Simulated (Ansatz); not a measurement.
**SiClO (sextet): wave-function methods side by side, def2-TZVPP**

An exercise on one series of results from a longer session: the logs are not shown, and one member is left open.

Computed with Ansatz 0.2.0, Gaussian basis. Level: def2-TZVPP, core rule «outside noble gas», up to 11 orbitals frozen.

Plan: UHF; ROHF; CCSD(T) on UHF.

### The system

The geometry is a PBE0/def2-TZVP stationary point (not a proven minimum) of the parent state, kept for this charge and spin.

3 atoms, charge 0, spin multiplicity 6.

Atoms are counted from 1 here; the program's logs count them from 0.

Bond lengths: Cl1–Si3 2.238 Å, O2–Si3 1.908 Å. Angles: Cl1–Si3–O2 65.5°.

Set-up of the first run:

in.yaml

```yaml
crystal:
  periodic: [false, false, false]
  atoms:
    - {symbol: Cl, position_ang: [0.000000, -0.104654, 1.131961]}
    - {symbol: O, position_ang: [0.000000, 1.273898, -0.660805]}
    - {symbol: Si, position_ang: [0.000000, -0.593591, -1.052463]}
basis:
  gaussian: {orbitals: def2-TZVPP}
magnetization: {spin_polarized: true, initial_magnetization: 5}
hamiltonian: {xc: hf}
output: {orbitals: {seedname: orbitals}}
```

On the command line:

```bash
> ansatz run in.yaml --threads 1 --pin off --events-out ev --progress --plain --max-ram 4096MiB --backend cpu
```

Among the steps run: UHF; ROHF; CCSD(T) on UHF.

One of the session's tables, all rows but one given; the rest of the session is left out.

It belongs to the step «Misses and costs». 

| method | from UCCSD(T) (meV) |
| --- | --- |
| ROHF | +13333.0 |
| UHF | +12964.0 |
| UMP2 | +1898.5 |
| UCCSD | ? |
| UCCSD(T) | 0 |

**Question.** Estimate the row for UCCSD.

As computed: from UCCSD(T) (meV): +619.8. In the column «from UCCSD(T) (meV)» it lies between UCCSD(T) (0) and UMP2 (+1898.5).
